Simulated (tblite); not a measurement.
C4H4O.
Atom-mapped SMILES: `[CH2:1]=[CH:2][CH:3]=[C:4]=[O:5]` (hydrogens: H6, H7 on C1; H8 on C2; H9 on C3)

Computed with GFN2-xTB (tblite), gas phase: Langevin dynamics at 600 K from the optimised GFN2-xTB geometry, time step 0.5 fs, friction 0.01 fs⁻¹, 2000 steps.

Start geometry:
```
atom  x, y, z in Å
C1     -1.618    0.097   -0.172
C2     -0.322    0.297   -0.385
C3      0.725   -0.312    0.413
C4      1.996   -0.124    0.213
O5      3.132    0.042    0.036
H6     -2.365    0.566   -0.786
H7     -1.973   -0.542    0.619
H8      0.010    0.943   -1.186
H9      0.428   -0.961    1.223
```

The statistics below take the 31 frames saved every 25 fs from 250 to 1000 fs; their kinetic temperature (all 3N coordinates) averages 475 K.

Problem. How do the bond lengths spread?

Solution. 
| bond | start (Å) | mean (Å) | standard deviation (Å) | shortest (Å) | longest (Å) |
| --- | --- | --- | --- | --- | --- |
| C1=C2 | 1.328 | 1.335 | 0.031 | 1.276 | 1.401 |
| C2–C3 | 1.451 | 1.457 | 0.035 | 1.370 | 1.558 |
| C3=C4 | 1.300 | 1.315 | 0.025 | 1.254 | 1.383 |
| C4=O5 | 1.162 | 1.169 | 0.019 | 1.128 | 1.204 |
| C1–H6 | 1.075 | 1.078 | 0.019 | 1.046 | 1.111 |
| C1–H7 | 1.077 | 1.081 | 0.049 | 0.968 | 1.187 |
| C2–H8 | 1.081 | 1.088 | 0.045 | 1.001 | 1.192 |
| C3–H9 | 1.079 | 1.094 | 0.040 | 1.040 | 1.174 |

Problem. Give the same statistics for bond angles, one of each kind.

Solution. 
```csv
angle,start (°),mean (°),standard deviation (°),smallest (°),largest (°)
C2–C1–H6,121.4,118.4,5.5,108.0,130.3
C2–C1–H7,122.0,121.0,7.0,108.3,133.4
H6–C1–H7,116.7,119.3,9.9,106.8,140.7
C1–C2–C3,123.6,122.9,3.7,114.9,131.5
C1–C2–H8,120.6,124.2,5.3,111.2,133.1
C3–C2–H8,115.8,112.2,4.4,104.3,121.3
C2–C3–C4,124.1,125.3,6.5,111.1,139.4
C2–C3–H9,117.8,116.2,5.6,106.6,127.4
C4–C3–H9,118.1,115.7,7.0,104.6,138.3
C3–C4–O5,179.9,167.7,6.0,153.4,179.3
```

Problem. How far does each atom move about its mean position (frames aligned on the start, all atoms weighted alike), and what rms force does it feel?

Solution. 
```
atom  rms displacement (Å)  rms force (eV/Å)
  C1                  0.09              2.67
  C2                  0.10              2.58
  C3                  0.15              2.37
  C4                  0.13              1.98
  O5                  0.24              1.97
  H6                  0.15              0.92
  H7                  0.23              1.87
  H8                  0.20              1.53
  H9                  0.24              1.23
```

The displacements run from 0.09 to 0.24 Å.

Problem. Follow the torsion C1–C2–C3–C4 through every second one of these frames.

Solution. 
```csv
t (fs),C1–C2–C3–C4 (°)
250,-172
300,179
350,-174
400,-166
450,173
500,164
550,-135
600,-155
650,169
700,164
750,169
800,-179
850,180
900,167
950,176
1000,-177
```

Largest departure from the start value over all these frames: C1–C2–C3–C4 45° (start 180°).

Problem. How widely does the potential energy scatter, against a harmonic estimate?

Solution. Mean 0.53 eV above the start, standard deviation 0.178 eV, range 0.27 to 0.95 eV. For 21 classical harmonic modes at 600 K the canonical values are 21kT/2 = 0.54 eV and kT·√(21/2) = 0.168 eV.

The run is classical and short, so these are rough statistics of one trajectory.

What follows is the cost of the whole dynamics run. The run took 4.6 s of wall time on one thread of an Arm Neoverse V2, shared host, and the process peaked at 0.18 GiB of memory.
